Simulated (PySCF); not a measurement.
Chlorine diatomic, Cl₂, SMILES ClCl, point group D∞h.

Level: PBE0/pcSseg-2 in PySCF (density fitting, grid level 2); geometry and Hessian at that level, cubic constants and property derivatives from steps of ±0.6 along each species' dimensionless normal coordinates, second-order vibrational perturbation theory. The parent has the commonest isotopes.

Equilibrium geometry (Å):

```tsv
atom	x	y	z
Cl1	0.9987	-0.0112	-0.0118
Cl2	-0.9877	0.0163	-0.0448
```

Species: ³⁷Cl at 1, ³⁷Cl at 2. Output of the displacement run:

```
mode    cm-1    km/mol   phi_rrr   E(+)/cm-1  E(-)/cm-1
  1    559.39     0.00     150.9     106.28      95.49
```

For the shielding of Cl1 (σe = 637.41 ppm):

| mode | ω (cm⁻¹) | Σr φrrs (cm⁻¹) | ∂σ/∂q | ∂²σ/∂q² |
| --- | --- | --- | --- | --- |
| 1 | 559 | 151 | 118.749 | -18.271 |

**Question.** Work out the zero-point average of this shielding.

**Answer.** With ⟨qs⟩ = −Σr φrrs/(4ωs) and ⟨qs²⟩ = 1/2: the mean displacements are -0.067. The anharmonic term Σ (∂σ/∂q)⟨q⟩ is -8.00 ppm, the harmonic term ¼ Σ ∂²σ/∂q² is -4.57 ppm, so ⟨σ⟩ = 624.84 ppm.
